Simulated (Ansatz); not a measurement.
Input file:

```yaml
crystal:
  periodic: [false, false, false]
  atoms:
    - {symbol: Ti, position_ang: [0.000000, 0.000000, 0.000000]}
    - {symbol: H, position_ang: [0.000000, 0.000000, 1.753968]}
basis:
  gaussian: {orbitals: def2-SVP, fitting: {mean_field: def2-universal-jkfit}, point_charges: [{charge: -1.00, position_ang: [3.175, 0.643, 0.167]}]}
magnetization: {spin_polarized: false, initial_magnetization: 5}
hamiltonian: {pseudopotentials: {relativity: none}}
correlation: {method: bccd, electrons: valence}
```

```sh
$ ansatz run in.yaml --threads 1 --pin off --events-out ev --progress --plain --max-ram 2393MiB
```

Log:

```
282 factors; integrals over basis functions are off by at most 3.7e-1 eV
mean field evaluation 1: about -23094.1911 eV, gradient 1.2e1 eV
mean field evaluation 2: about -23095.1751 eV, gradient 3.9e0 eV
mean field evaluation 4: about -23095.3520 eV, gradient 6.2e-1 eV
mean field evaluation 8: about -23095.3653 eV, gradient 7.6e-3 eV
mean field evaluation 16: about -23094.4825 eV, gradient 1.1e0 eV
mean field evaluation 32: about -23095.3652 eV, gradient 1.9e-2 eV
mean field evaluation 64: about -23095.3607 eV, gradient 1.1e0 eV
mean field evaluation 96: about -23094.9472 eV, gradient 2.2e0 eV
mean field evaluation 128: about -23095.3653 eV, gradient 2.7e-2 eV
mean field evaluation 160: about -23094.9179 eV, gradient 2.3e-1 eV
...
cycle   8  -5.06046934 eV  change   -2.1e-5 eV  update   1.8e-4
cycle   9  -5.06047284 eV  change   -3.5e-6 eV  update   1.5e-4
cycle  10  -5.06048570 eV  change   -1.3e-5 eV  update   1.1e-4
cycle  11  -5.06048725 eV  change   -1.6e-6 eV  update   8.0e-5
cycle  12  -5.06049863 eV  change   -1.1e-5 eV  update   5.3e-5
cycle  13  -5.06050740 eV  change   -8.8e-6 eV  update   4.0e-5
cycle  14  -5.06051292 eV  change   -5.5e-6 eV  update   3.3e-5
cycle  15  -5.06052467 eV  change   -1.2e-5 eV  update   2.5e-5
cycle  16  -5.06052411 eV  change    5.6e-7 eV  update   1.9e-5
cycle  17  -5.06052902 eV  change   -4.9e-6 eV  update   1.6e-5
Total energy: -23100.42588557 eV, -848.9249932637 hartree
```

Ran on 1 thread of Arm Neoverse V2, shared host: 12 s wall, 0.19 GiB peak host memory.
